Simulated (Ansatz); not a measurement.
All values below come from Ansatz (an electronic-structure program) with frozen-core CCSD(T)/cc-pVQZ // PBE-D3(BJ)/def2-TZVP. The geometry is that of the parent before the electron was removed. Warnings of the run: other_roots.

Ansatz 0.2 input:
```yaml
crystal:
  periodic: [false, false, false]
  atoms:
    - { symbol: F, position_ang: [1.144094, 0.669992, 0.05157] }
    - { symbol: C, position_ang: [-0.003608, -0.07743, 0.002582] }
    - { symbol: F, position_ang: [-1.077066, 0.768452, -0.099537] }
    - { symbol: H, position_ang: [-0.092726, -0.647027, 0.941417] }
    - { symbol: H, position_ang: [0.029308, -0.713986, -0.896032] }
basis:
  gaussian: { orbitals: cc-pVQZ }
correlation:
  method: ccsd_t
total_charge: 1
magnetization:
  spin_polarized: true
  initial_magnetization: 1
```

Output:

```
Functional definition: HF
1358 factors; integrals over basis functions are off by at most 7.2e-4 eV
mean field evaluation 1: about -6457.7969 eV, gradient 4.0e1 eV
mean field evaluation 2: about -6457.7992 eV, gradient 4.0e1 eV
mean field evaluation 4: about -6462.9886 eV, gradient 2.6e0 eV
mean field evaluation 8: about -6463.0580 eV, gradient 2.4e-1 eV
mean field evaluation 16: about -6463.4619 eV, gradient 6.8e-2 eV
mean field evaluation 32: about -6463.0603 eV, gradient 2.7e-2 eV
mean field evaluation 64: about -6462.1642 eV, gradient 1.3e0 eV
mean field evaluation 96: about -6463.3562 eV, gradient 2.1e0 eV
mean field evaluation 128: about -6462.2576 eV, gradient 5.6e0 eV
mean field evaluation 160: about -6463.4620 eV, gradient 3.3e-3 eV
mean field evaluation 192: about -6462.1401 eV, gradient 1.9e-2 eV
mean field evaluation 224: about -6461.5987 eV, gradient 2.4e-4 eV
mean field evaluation 256: about -6463.0578 eV, gradient 3.1e-2 eV
mean field evaluation 288: about -6461.1726 eV, gradient 6.2e0 eV
mean field evaluation 320: about -6463.0604 eV, gradient 7.0e-4 eV
mean field evaluation 352: about -6460.7332 eV, gradient 9.6e-2 eV
mean field evaluation 384: about -6463.0937 eV, gradient 1.0e0 eV
mean field evaluation 416: about -6463.0599 eV, gradient 9.3e-2 eV
mean field evaluation 448: about -6460.7314 eV, gradient 3.8e-1 eV
mean field -6463.46196593 eV, -237.5278461560 hartree, gradient 2.1e-6 eV, S^2 0.763343; 14 other end points of the search recorded, 0 dependent functions left out
determinant -6463.46196593 eV, -237.5278461560 hartree, with singles and doubles -6483.02156716 eV, -238.2466482433 hartree
determinant -6463.06035652 eV, -237.5130872823 hartree, with singles and doubles -6483.28169309 eV, -238.2562076947 hartree
determinant -6462.88608602 eV, -237.5066829596 hartree, with singles and doubles -6481.50010129 eV, -238.1907354039 hartree
determinant -6462.14011744 eV, -237.4792691201 hartree, with singles and doubles -6481.49282090 eV, -238.1904678543 hartree
determinant -6461.59871141 eV, -237.4593728156 hartree, with singles and doubles -6481.25125876 eV, -238.1815906094 hartree
determinant -6460.73338567 eV, -237.4275726811 hartree, with singles and doubles -6480.73475496 eV, -238.1626094449 hartree
determinant -6463.46196593 eV, -237.5278461560 hartree, with singles and doubles -6482.88025176 eV, -238.2414549983 hartree
determinant -6463.06035652 eV, -237.5130872823 hartree, with singles and doubles -6483.06175860 eV, -238.2481252514 hartree
determinant -6463.46196593 eV, -237.5278461560 hartree, with singles and doubles -6483.03258985 eV, -238.2470533195 hartree
determinant -6463.06035652 eV, -237.5130872823 hartree, with singles and doubles -6483.06435943 eV, -238.2482208301 hartree
3 core orbitals not correlated
reference -6463.06035652 eV, -237.5130872823 hartree; 10, 9 occupied and 212, 213 virtual orbitals, 1358 factors
second order -20.13992520 eV of doubles, -0.00000000 eV of singles
cycle   1  -19.33669723 eV  change    7.6e-1 eV  update   1.2e-1
cycle   2  -19.88687416 eV  change   -5.5e-1 eV  update   4.1e-2
cycle   3  -20.02158106 eV  change   -1.3e-1 eV  update   2.2e-2
cycle   4  -20.00339772 eV  change    1.8e-2 eV  update   8.6e-3
cycle   5  -20.00140187 eV  change    2.0e-3 eV  update   4.7e-3
cycle   6  -20.00426976 eV  change   -2.9e-3 eV  update   1.7e-3
cycle   7  -20.00386612 eV  change    4.0e-4 eV  update   5.8e-4
cycle   8  -20.00402613 eV  change   -1.6e-4 eV  update   2.2e-4
cycle   9  -20.00402678 eV  change   -6.5e-7 eV  update   6.7e-5
cycle  10  -20.00398865 eV  change    3.8e-5 eV  update   2.4e-5
cycle  11  -20.00400302 eV  change   -1.4e-5 eV  update   8.3e-6
perturbative correction -0.84950123 eV, -0.0312185944 hartree
WARN: these amplitudes may be one of several solutions (largest doubles amplitude 0.04, level shift 0.15 eV)
Total energy: -6483.91386077 eV, -238.2794394286 hartree
```

Cost: around 2.5 core-hours (rough).
